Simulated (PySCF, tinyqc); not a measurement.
Worked calculation: CCD on RHF in the sto-3g basis, for LiH, spin multiplicity 1. The lowest restricted solution is unstable here: a spin-polarised one lies 0.0046 hartree lower (PySCF). One step of it, computed by the program tinyqc.

Question. Orthogonalisation. S = U s U^T; symmetric (Loewdin) form X = U s^(-1/2) U^T, so that X^T S X = 1.

overlap S:
```
           1Li 1s    1Li 2s   1Li 2px   1Li 2py   1Li 2pz     2H 1s
1Li 1s   1.000000  0.241137  0.000000  0.000000  0.000000  0.017682
1Li 2s   0.241137  1.000000  0.000000  0.000000  0.000000  0.256699
1Li 2px  0.000000  0.000000  1.000000  0.000000  0.000000  0.000000
1Li 2py  0.000000  0.000000  0.000000  1.000000  0.000000  0.000000
1Li 2pz  0.000000  0.000000  0.000000  0.000000  1.000000  0.372701
2H 1s    0.017682  0.256699  0.000000  0.000000  0.372701  1.000000
```

Give: eigenvalues of S; X.

Answer.

eigenvalues of S: 0.5285  0.8059  1.0000  1.0000  1.1828  1.4829

X:
```
          1Li 1s   1Li 2s  1Li 2px  1Li 2py  1Li 2pz    2H 1s
1Li 1s    1.0234  -0.1294   0.0000   0.0000  -0.0060   0.0181
1Li 2s   -0.1294   1.0538   0.0000   0.0000   0.0437  -0.1521
1Li 2px   0.0000   0.0000   1.0000   0.0000   0.0000   0.0000
1Li 2py   0.0000   0.0000   0.0000   1.0000   0.0000   0.0000
1Li 2pz  -0.0060   0.0437   0.0000   0.0000   1.0616  -0.2151
2H 1s     0.0181  -0.1521   0.0000   0.0000  -0.2151   1.0914
```
